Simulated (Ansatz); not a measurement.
H2O ··· SO2

The pair of H2O (SMILES O, atoms 1–3) and SO2 (SMILES O=S=O, atoms 4–6), both closed shells, in one local arrangement (a lower one may exist), relaxed at PBE0-D4/def2-TZVP:

```xyz
6
angstrom
O -0.3310 -0.1158 -1.2946
H -0.0876 0.7902 -1.5056
H 0.4392 -0.6490 -1.5113
O -0.1989 1.2288 1.4779
S -0.4653 -0.1756 1.3646
O 0.6436 -1.0787 1.4689
```

Computed with Ansatz 0.2.0 (basis: def2-TZVPPD, with def2-QZVPPD for the basis limit); correlated methods freeze the cores. B3LYP uses VWN-RPA correlation. Extrapolation: Hartree–Fock as exp(−7.88 √X), correlation as X^−2.97. Interaction energies count from these two fragments, frozen as in the pair, with the counterpoise correction; negative means bound.

Question: What is the interaction energy by CCSD(T) at an estimated basis limit (MP2 extrapolated from triple and quadruple zeta, plus CCSD(T) − MP2 in triple zeta)? (To be estimated.)

Answer: By the calculation: -4.03 kcal/mol. Hartree–Fock alone gives -3.17 kcal/mol at the basis limit. It counts from the two fragments frozen as in the pair.

The same quantity by other methods in triple zeta, and each one's difference from that estimate:
```tsv
method	E_int (kcal/mol)	difference
PBE-D4	-4.90	-0.87
revPBE-D4	-4.37	-0.34
BLYP-D4	-4.37	-0.33
r2SCAN-D4	-5.31	-1.28
B97M-V	-4.79	-0.76
PBE0-D4	-5.06	-1.02
B3LYP-D4	-4.78	-0.75
HSE06-D4	-5.01	-0.98
wB97X-V	-4.72	-0.69
wB97M-V	-4.86	-0.83
B2PLYP	-3.19	0.84
HF	-3.11	0.93
MP2	-3.08	0.95
CCSD	-3.24	0.79
CCSD(T)	-3.24	0.79
```
Differences are method less estimate.

Question: Which atoms make the shortest contact between the fragments?

Answer: O1 and S5, 2.66 Å apart.

Basis-set superposition shift (counterpoise-corrected less uncorrected): CCSD(T) 0.61; MP2 0.59; HF 0.05; PBE0-D4 0.06; wB97M-V 0.06 kcal/mol.

The T1 diagnostic stays at or below 0.022. The restricted Hartree–Fock reference is unstable towards an unrestricted one at one or more of these structures.

For scale, one of the runs: CCSD(T)/def2-TZVPPD, 205 basis functions, launched by `ansatz run in.yaml --threads 4 --pin off --events-out ev --progress --plain --max-ram 9574MiB`. Time: 13 s of wall clock on 4 CPU threads of an AMD EPYC 9R45; the host was shared. Peak host memory: 2.8 GiB.
